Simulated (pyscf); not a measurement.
Thermochemistry of product channels of F–WH(F)(F)(F)–F + HF on the singlet surface, in kcal/mol, from ωB97M-D3(BJ)/def2-TZVP energies (ideal gas, 1 atm, RRHO with modes under 100 cm⁻¹ raised to 100, one conformer, R ln 2 for rigid chiral ones). Single points on ωB97X-D3(BJ)/def2-SVP structures (PySCF, gas phase).

```tsv
products	ΔE	ΔH(298 K)	ΔG(298 K)	ΔG(1200 K)
F–F + F–WH₂(F)(F)–F	+145.4	+143.9	+143.2	+142.0
F–W(F)(F)(F)(F)–F + H₂	-36.0	-39.0	-35.7	-28.0
```

These are energies of the channels, which say nothing of barriers. Elements past Kr carry the def2 core potentials, without spin-orbit coupling.
